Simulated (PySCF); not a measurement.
Structure problem from calculated spectra and properties.

Formula: C3HF2; charge +1.

- Valence photoelectron: vertical ionisation energy: 20.21 eV [ΔSCF B3LYP/def2-SVPD]
- 13C NMR: chemical shifts (computed TMS as zero) by class: 161.0 (2 C), 149.7 (1 C) ppm [GIAO PBE0/pcSseg-1]
- Rotational structure: rotational constants A, B, C: 14.424, 3.811, 3.014 GHz [PBE0-D3(BJ)/def2-SVP]
- UV, strongest line: among the 10 lowest singlet transitions: S5 at 9.23 eV (134 nm, f = 0.149) [TDDFT B3LYP/def2-SVPD]
- UV, first state: lowest singlet excitation: 7.21 eV (172 nm, f = 0.000) [TDDFT B3LYP/def2-SVPD]
- XPS: C1s 300.6, C1s 303.1 (×2), F1s 701.9 (×2) eV [ΔSCF SCAN, pcX-2 on the ionised atom, pcseg-1 elsewhere, spin-free X2C]

Electronic properties: PySCF, gas phase, density fitting. Levels stand in brackets. Isolated species at its PBE0-D3(BJ)/def2-SVP geometry, gas phase. NMR classes are plain means over equivalent atoms (diastereotopic ones count apart unless rotation or inversion swaps them), as if these changed places fast.

Task: Propose a structure and show how it fits.

Result: Numbering: `[F:1][c:2]1[cH:3][c+:4]1[F:5]`. 3 carbons fall into 2 classes; from least to most shielded: unsaturated ring carbon [C2/C4] (161.0 ppm, 2 C), unsaturated ring CH carbon [C3] (149.7 ppm). The core levels belong to: C1s 300.6 eV, unsaturated ring CH carbon [C3]; C1s 303.1 eV, unsaturated ring carbon [C2/C4]; F1s 701.9 eV, fluorine bonded to C [F1/F5]. S1 is mainly HOMO→LUMO (weight 0.98); the largest Löwdin shares of the orbital it empties are 0.21 on each of 2 atoms of one kind (fluorine bonded to C) and 0.19 on each of 2 atoms of one kind (unsaturated ring carbon), of the orbital it fills 0.51 on the unsaturated ring CH carbon, 0.17 on each of 2 atoms of one kind (unsaturated ring carbon) and 0.06 on the hydrogen on carbon. The optimised geometry has point group C2v and is an asymmetric top. Structure: `Fc1c[c+]1F`. The assignments are read from this structure; whether some other isomer fits the data as well wasn't checked.
